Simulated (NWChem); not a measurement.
# One shape, several levels: N2 (SMILES N#N)

Wanted: a comparison of 6 runs (HF/3-21G, HF/def2-SVP, TPSS/6-311+G**, BLYP/def2-TZVPPD, PBE0/def2-TZVPPD, MP3/def2-TZVPPD) of N2. 

Program for the calculation: NWChem 7.3.0.

## Step 1: The molecule

N2: 2 atoms, total charge 0, spin state singlet. SMILES: `N#N`. The coordinates come from a PBE0-D4/def2-TZVP relaxation.

Bond lengths: N1–N2 1.090 Å.

## Step 2: Energy and forces at HF/3-21G (run 1)

Contents of n2.nw:

```
start n2
title "N2 hf"
memory 2200 mb

geometry units angstrom noautosym nocenter noautoz
  N      0.465500    -0.150300     0.239800
  N     -0.465500     0.150300    -0.239800
end

basis spherical bse
  * library 3-21G
end

scf
  singlet
  rhf
  thresh 1e-08
  maxiter 80
  noprint "final vectors analysis"
end

task scf gradient
```

Run with:

```bash
nwchem n2.nw > n2.out
```

Output:

```text
[...]
  functions       =    18
[...]
  wavefunction    = RHF
[...]
         Total SCF energy =   -108.300809990073
      One-electron energy =   -193.506130637613
      Two-electron energy =     61.406977154317
 Nuclear repulsion energy =     23.798343493223
        Time for solution =      0.1s
[...]
                         RHF ENERGY GRADIENTS
    atom               coordinates                        gradient
                 x          y          z           x          y          z
   1 N       0.879667  -0.284026   0.453156    0.019151  -0.006183   0.009865
   2 N      -0.879667   0.284026  -0.453156   -0.019151   0.006183  -0.009865
[...]
```

Run time: 0.6 s. Hardware: 1 thread of Intel Xeon 6975P-C (Granite Rapids), shared host; peak memory 0.099 GiB.

## Step 3: Energy and gradient at HF/def2-SVP (run 2)

Contents of run.nw:

```
start run
title "N2"
memory 2200 mb

geometry units angstrom noautosym nocenter noautoz
   N     0.465500   -0.150300    0.239800
   N    -0.465500    0.150300   -0.239800
end

basis spherical bse
   * library def2-SVP
end

scf
   thresh 1e-08
   maxiter 80
   noprint "final vectors analysis"
end

task scf gradient
```

Run with:

```bash
nwchem run.nw > run.out
```

Output:

```text
[...]
  functions       =    28
[...]
  wavefunction    = RHF
[...]
         Total SCF energy =   -108.853305255887
      One-electron energy =   -194.353254979170
      Two-electron energy =     61.701606230060
 Nuclear repulsion energy =     23.798343493223
        Time for solution =      0.2s
[...]
                         RHF ENERGY GRADIENTS
    atom               coordinates                        gradient
                 x          y          z           x          y          z
   1 N       0.879667  -0.284026   0.453156    0.050741  -0.016383   0.026139
   2 N      -0.879667   0.284026  -0.453156   -0.050741   0.016383  -0.026139
[...]
```

It took 0.77 s on 1 thread of Intel Xeon 6975P-C (Granite Rapids), shared host; peak memory 0.099 GiB.

Runs 3 to 5 aren't shown in full; the table further down has their settings and results.

## Step 4: The energy at MP3/def2-TZVPPD (run 6)

Contents of n2.nw:

```
start n2
memory total 2200 mb

geometry noautosym nocenter noautoz
   N        0.465500      -0.150300       0.239800
   N       -0.465500       0.150300      -0.239800
end

basis spherical bse
   * library def2-TZVPPD
end

scf
   thresh 1e-08
   maxiter 80
   print low
end

tce
   scf
   mbpt3
   freeze core 2
   maxiter 60
end

task tce
```

Run with:

```bash
nwchem n2.nw > n2.out
```

Output:

```text
[...]
  functions       =    74
[...]
  wavefunction    = RHF
[...]
         Total SCF energy =   -108.989875132144
      One-electron energy =   -194.610076742530
      Two-electron energy =     61.821858117163
 Nuclear repulsion energy =     23.798343493223
        Time for solution =      2.8s
[...]
         Wavefunction type : Restricted Hartree-Fock
          No. of electrons :    14
[...]
         Spin multiplicity : singlet
[...]
```

Run time: 12 s. Hardware: 1 thread of Intel Xeon 6975P-C (Granite Rapids), shared host; peak memory 0.87 GiB.

## Step 5: All runs side by side

```
run             level  iteration cap  module  energy (Eh)  dipole moment (D)  largest force (eV/Å)  wall time
  1          HF/3-21G             80     scf  -108.300810               0.00                 1.152      0.6 s
  2       HF/def2-SVP             80     scf  -108.853305               0.00                 3.054     0.77 s
  3    TPSS/6-311+G**            100     dft  -109.574739                  –                 2.341      2.9 s
  4  BLYP/def2-TZVPPD            100     dft  -109.561434               0.00                 1.955      5.4 s
  5  PBE0/def2-TZVPPD            100     dft  -109.446815               0.00                 0.024      5.1 s
  6   MP3/def2-TZVPPD             80     tce  -109.354709                  –                     –       12 s
```

## Step 6: Results

```
                                          quantity          value
                               run 6: total energy  -109.35471 Eh
run 6: correlation energy (2 core orbitals frozen)     -364.8 mEh
```

What this shows: Totals of different functionals can't be ranked against each other. All runs together took 27 s, the longest 12 s.
